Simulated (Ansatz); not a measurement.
## Relaxing SiGe₂

Theory: DFT r2SCAN, scalar-relativistic, plane waves, PAW (Ansatz 0.2.0). Cutoff 500 eV, Γ-centred k mesh, Gaussian smearing, no spin polarisation in the final step.

The start puts SiGe₂ on the fluorite structure type (Fm-3m, No. 225), with Si in place of Ca, Ge in place of F, at a guessed volume.

```
Si Ge
1.0
     0.00000    2.91054    2.91054
     2.91054    0.00000    2.91054
     2.91054    2.91054    0.00000
Si Ge
1 2
Cartesian
  0.0000 0.0000 0.0000
  1.4553 1.4553 1.4553
  4.3658 4.3658 4.3658
```

Cell and atoms relax at zero pressure; the relaxation can't lower the symmetry of the start. After a coarse first stage the cell is made exact in the group found at 0.06 Å.

The zero of energy is the elements' standard structures at the same level; no fitted shifts are applied.

Task: Which crystal results?

Result: It keeps Fm-3m (No. 225). The result has the fluorite structure. Conventional cell: a = 6.140 Å. Si is coordinated by 8 Ge at 2.66 Å; Ge is coordinated by 4 Si at 2.66 Å and 6 Ge at 3.07 Å.

```xyz
3
Lattice="0.0000 3.0699 3.0699 3.0699 0.0000 3.0699 3.0699 3.0699 0.0000" Properties=species:S:1:pos:R:3 pbc="T T T"
Si    0.0000    0.0000    0.0000
Ge    1.5350    1.5350    1.5350
Ge    4.6049    4.6049    4.6049
```

Task: What are its volume, energy, density and gap?

Result: The volume per atom is 19.29 Å³ and the density is 4.97 g/cm³. The energy over the elements is 0.56 eV/atom and the gap on the 14×14×14 mesh is 0 eV (a metal).

The final run used a 14×14×14 mesh on its 3-atom cell and 0.10 eV smearing. The k mesh leaves about 4 meV/atom of noise in metals. A structure relaxed within its symmetry needn't be a true minimum.

Cost: 3 runs of about 1.1 core-minutes in all, on AMD EPYC 7R43 (Zen 3) (shared hosts).